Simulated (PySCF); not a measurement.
## Calculated NMR parameters of C1CCOCC1

| Quantity | Value |
| --- | --- |
| Formula | C5H10O |
| SMILES | C1CCOCC1 |
| Point group of the computed structure | Cs |
| Degrees of unsaturation | 1 |
| Carbon signals | 3 |
| Proton signals | 3 |

Molfile (atoms numbered from 1):
```
C5H10O
     RDKit          3D

 16 16  0  0  0  0  0  0  0  0999 V2000
   -0.3499    0.5879    1.0392 C   0  0  0  0  0  0  0  0  0  0  0  0
   -1.3521   -0.1618    0.1718 C   0  0  0  0  0  0  0  0  0  0  0  0
   -0.6424   -1.2220   -0.6497 C   0  0  0  0  0  0  0  0  0  0  0  0
    0.3939   -0.6761   -1.4337 O   0  0  0  0  0  0  0  0  0  0  0  0
    1.3778   -0.0521   -0.6405 C   0  0  0  0  0  0  0  0  0  0  0  0
    0.8052    1.0874    0.1821 C   0  0  0  0  0  0  0  0  0  0  0  0
    0.0384   -0.0902    1.8093 H   0  0  0  0  0  0  0  0  0  0  0  0
   -0.8323    1.4169    1.5637 H   0  0  0  0  0  0  0  0  0  0  0  0
   -2.1282   -0.6320    0.7833 H   0  0  0  0  0  0  0  0  0  0  0  0
   -1.8512    0.5366   -0.5084 H   0  0  0  0  0  0  0  0  0  0  0  0
   -0.2299   -1.9956    0.0197 H   0  0  0  0  0  0  0  0  0  0  0  0
   -1.3278   -1.7116   -1.3445 H   0  0  0  0  0  0  0  0  0  0  0  0
    1.8397   -0.7974    0.0287 H   0  0  0  0  0  0  0  0  0  0  0  0
    2.1477    0.3019   -1.3289 H   0  0  0  0  0  0  0  0  0  0  0  0
    1.5943    1.5256    0.8008 H   0  0  0  0  0  0  0  0  0  0  0  0
    0.4518    1.8698   -0.4982 H   0  0  0  0  0  0  0  0  0  0  0  0
  1  2  1  0
  2  3  1  0
  3  4  1  0
  4  5  1  0
  5  6  1  0
  6  1  1  0
  1  7  1  0
  1  8  1  0
  2  9  1  0
  2 10  1  0
  3 11  1  0
  3 12  1  0
  5 13  1  0
  5 14  1  0
  6 15  1  0
  6 16  1  0
M  END
```

Method: σ from GIAO-B97-2/pcSseg-2, structure optimised with PBE0-D3(BJ)/def2-TZVP, in PySCF (rapidly exchanging positions averaged, in vacuum, a single conformation, no relativistic terms).

Scale: ¹H, ¹³C against TMS; H2O for ¹⁷O (reference shieldings calculated alike).

| carbon | δC, type | δH (multiplicity) | HMBC from (2–3 bonds) | span of the C tensor (ppm) |
| --- | --- | --- | --- | --- |
| C1 | 28.0, CH2 | 1.61 (m) | H11/H12/H13/H14, H9/H10/H15/H16 | 13 |
| C2/C6 | 30.7, CH2 | 1.47 (m) | H11/H12/H13/H14, H7/H8, H9/H10/H15/H16 | 16 |
| C3/C5 | 73.0, CH2 | 3.62 (m) | H11/H12/H13/H14, H7/H8, H9/H10/H15/H16 | 64 |

Other nuclei:
```csv
atoms,nucleus,environment,δ (ppm),σ (ppm)
O4,¹⁷O,ether oxygen,48.7,279.0
```

1. Carbon types of the structure: 5 × CH2, which accounts for all hydrogens.
2. δC 73.0: sp3 CH2 bonded to O; pulled downfield by the heteroatom.
3. δC 30.7, 28.0: sp3 CH2 in a ring; a saturated carbon with 2 carbon neighbours and no heteroatom attached.
4. δH 3.62: hydrogen on an sp3 CH2 bonded to O; its carbon carries O, an electronegative neighbour.
5. δH 1.61, 1.47: hydrogen on an sp3 CH2 in a ring.

Shifts are as computed. Against solution values, carbons near 30 ppm lie about +3 ppm off and those near 130 ppm about +7 ppm. Of 1211 compounds with measured shifts, 218 miss one by over three times the rms of a fit or turn the order of signals round; such compounds aren't used in these exercises. Experimental scales use liquid or dissolved standards, which lie at an offset from isolated H2O (liquid H2O: subtract about 36 ppm). Multiplicities follow the n + 1 count of equivalent neighbours, as no J values were calculated; m marks all less simple cases, F and P coupling included.
